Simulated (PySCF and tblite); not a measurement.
Values are calculated unless marked as measured or tabulated.
System: C3H3FS, numbered as in [CH2:1]=[C:2]([F:3])[CH:4]=[S:5].

Motion: rotation about the C2–C4 bond (torsion C1–C2–C4–S5 from 0° to 180°, rising). GFN2-xTB gives an electronic barrier of 9.4 kcal/mol and a reaction energy of 2.5 kcal/mol.

Q: What does B3LYP/pcSseg-1 + D3(BJ) give on GFN2-xTB geometries?

A: A barrier of 9.3 kcal/mol, 0.1 below the tight-binding barrier (from unrounded values), a reaction energy of -1.2 kcal/mol and, with GFN2-xTB thermal terms, ΔG‡(298 K) = 9.2 kcal/mol and k = 2.1×10⁶ s⁻¹ (2 equivalent paths).

Programs: tblite and PySCF.
